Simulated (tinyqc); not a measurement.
Pariser-Parr-Pople SCF with singles CI, for the molecule C=CC=C[CH2+] (SMILES; centres numbered as the heavy atoms are written), step by step. One step of it, computed by the program tinyqc.

Task: Iteration 1: Fock matrix. F_rr = H_rr + P_rr gamma_rr / 2 + sum_(s != r) P_ss gamma_rs; F_rs = H_rs - P_rs gamma_rs / 2; E = tr P (H + F) / 2 + core repulsion sum_(r<s) z_r z_s gamma_rs.

P at the start:
```
           1C         2C        3C         4C         5C
1C   0.666667   0.788675  0.333333  -0.211325  -0.333333
2C   0.788675   1.000000  0.577350   0.000000  -0.211325
3C   0.333333   0.577350  0.666667   0.577350   0.333333
4C  -0.211325   0.000000  0.577350   1.000000   0.788675
5C  -0.333333  -0.211325  0.333333   0.788675   0.666667
```

core matrix H (eV):
```
            1C          2C          3C          4C          5C
1C  -30.490515   -2.390000    0.000000    0.000000    0.000000
2C   -2.390000  -35.178471   -2.390000    0.000000    0.000000
3C    0.000000   -2.390000  -36.747958   -2.390000    0.000000
4C    0.000000    0.000000   -2.390000  -35.178471   -2.390000
5C    0.000000    0.000000    0.000000   -2.390000  -30.490515
```

repulsion gamma_rs (eV):
```
           1C         2C         3C         4C         5C
1C  11.130000   7.552439   5.239019   3.670370   2.868686
2C   7.552439  11.130000   7.554960   5.240702   3.670370
3C   5.239019   7.554960  11.130000   7.554960   5.239019
4C   3.670370   5.240702   7.554960  11.130000   7.552439
5C   2.868686   3.670370   5.239019   7.552439  11.130000
```

Centres (angstrom, eV; a flat drawing with bonds scaled to 1.40 angstrom):

| centre | x | y | core charge z | W | gamma_rr |
|---|---|---|---|---|---|
| 1C | -2.425000 | -0.280000 | 1 | 11.160000 | 11.130000 |
| 2C | -1.212000 | 0.420000 | 1 | 11.160000 | 11.130000 |
| 3C | 0.000000 | -0.280000 | 1 | 11.160000 | 11.130000 |
| 4C | 1.212000 | 0.420000 | 1 | 11.160000 | 11.130000 |
| 5C | 2.425000 | -0.280000 | 1 | 11.160000 | 11.130000 |

Give: F; pi energy.

Result:

F (eV):
```
         1C       2C       3C       4C       5C
1C  -10.153   -5.368   -0.873    0.388    0.478
2C   -5.368  -11.854   -4.571    0.000    0.388
3C   -0.873   -4.571  -10.943   -4.571   -0.873
4C    0.388    0.000   -4.571  -11.854   -5.368
5C    0.478    0.388   -0.873   -5.368  -10.153
```

pi energy = -55.063 eV
